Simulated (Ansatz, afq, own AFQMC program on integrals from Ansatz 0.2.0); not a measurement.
CO, singlet: AFQMC among the cluster methods

```xyz
2

O     0.0000    0.0000    0.0000
C     0.0000    0.0000    0.9920
```

Basis 6-31G. Only valence electrons are correlated. Ansatz 0.2.0 and our own AFQMC program on the same integrals; the CISD trial comes from CCSD amplitudes, and released means the phaseless constraint is let go. ± is one standard error of the sampling.

Determinant: RHF, the one that the program's search chose, which needn't be the lowest solution. The geometry is a point of a scan.

Full CI on the same integrals is exact in this basis and with this determinant's frozen core.

* T1 diagnostic: 0.0142
* weight of the determinant in the CISD state: 0.930
* size of the correlated space: 10 electrons in 16 orbitals

```
  level  correlation energy (eV)
    MP2                  -5.0433
   CCSD                  -5.1017
CCSD(T)                  -5.2507
```

Task: Estimate where full CI lies against CCSD(T) on the same integrals.

Result: 24.4 meV below CCSD(T).

Reference: full CI, correlation energy -5.275 eV. The released energy is read at 2.40 1/Eh (meV from the phaseless value at times in 1/Eh: -2 ± 3 at 0.24, -0.7 ± 2.5 at 0.51, -3 ± 3 at 0.99, -2.3 ± 2.2 at 1.62, -0.6 ± 2.1 at 2.40).

```
         level  E − E(reference) (meV)  share of correlation (%)
       CCSD(T)                    24.4                     99.54
         CCSDT                    14.9                     99.72
      CCSDT(Q)                    -0.3                    100.01
        CCSDTQ                     1.1                     99.98
 ph-AFQMC/CISD               1.5 ± 4.8                     99.97
released AFQMC               0.9 ± 2.1                     99.98
```

CCSDT and higher add their correlation energy to the determinant of the CCSD(T) run, since their own runs factorise the integrals more tightly (a shift of under 2 meV). A walk keeps the symmetry of its determinant, which the program's search chose and which needn't be the lowest solution, so a lower state of the same spin and another symmetry isn't excluded. Released energies are given only where the last usable release times agree within the noise; a slower fall can still hide under it.
